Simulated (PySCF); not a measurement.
## Identify the compound

The spectra below were simulated for a compound C3HF3.

$^{1}$H NMR (500 MHz, computed): δ 2.33 (s, 1H).

$^{13}$C{$^{1}$H} NMR (computed): δ 124.3 (C), 79.7 (CH), 76.0 (C).

Theoretical values (PySCF): B97-2/pcSseg-2 with gauge-including orbitals, structure optimised with PBE0-D3(BJ)/def2-TZVP. One averaged value for each set of equivalent atoms, isolated molecule, relativity neglected, single conformer.

δ = σ(ref) − σ, references computed at the same level: $^{1}$H (σ = 31.64 ppm), $^{13}$C (σ = 185.38 ppm) against TMS.

**Question.** What is the structure?

**Answer.** 
- Rings plus π bonds: 2 (no ring in the answer).
- 3 carbon signals for 3 carbons: no two carbons are equivalent.
- Carbon types of the structure: 2 × C, 1 × CH, which accounts for all hydrogens.
- δC 124.3: CF3 carbon; 3 electronegative neighbours deshield it.
- δC 79.7: terminal alkyne carbon; the triple bond shields along its axis, which puts it between sp3 and sp2 carbons.
- δC 76.0: alkyne carbon; sp carbons lie upfield of alkene carbons because the cylindrical π system leaves one tensor component strongly shielded.
- δH 2.33: hydrogen on a terminal alkyne carbon; it lies on the axis of the triple bond, in its shielding cone.

These data were computed for `C#CC(F)(F)F`.

The shifts were computed for this structure.

Splittings by $^{19}$F in the carbon and heteronuclear signals aren't shown, as no couplings were computed. Shifts are as computed. Against solution values, carbons near 30 ppm lie about +3 ppm off and those near 130 ppm about +7 ppm. Of 1309 compounds with measured shifts, 239 miss one by over three times the rms of a fit or turn the order of signals round; such compounds aren't used in these exercises.
